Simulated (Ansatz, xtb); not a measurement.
## C3H6FN: 3 structures ranked

3 gas-phase structures of C3H6FN, from a drawn sample of its isomers (lower ones may exist). Each was relaxed with GFN2-xTB:

A. `N[C@@H]1C[C@@H]1F`, a singlet
B. `N[C@@H]1C[C@H]1F`, a singlet
C. `NC1(F)CC1`, a singlet

Question: Make a reasoned guess at their ranking by r2SCAN-D4/def2-SVP single-point energy.

Answer: Calculated order at r2SCAN-D4/def2-SVP: C (0.000), A (0.523), B (0.554) eV. Less than 1 kcal/mol parts A and B, so the order within that pair means little.

Energies above the lowest of each column, in eV; the last columns are at PBE-D3(BJ)/def2-SVP geometries:

```
structure  GFN2-xTB  HF/STO-3G  r2SCAN-D4/def2-SVP  PBE-D3(BJ)/def2-SVP  CCSD(T)/def2-SVP + ΔMP2/def2-TZVPP
        C     0.000      0.000               0.000                0.000                               0.000
        A     0.329      0.288               0.523                0.469                               0.469
        B     0.290      0.277               0.554                0.502                               0.478
```

Every level run on C puts it lowest or level with the lowest. Flexible structures stand in one conformer each, not always the lowest. ΔMP2 is the change of the MP2 energy from the smaller to the larger basis.

Programs: Ansatz 0.2.0, xtb 6.7.1.
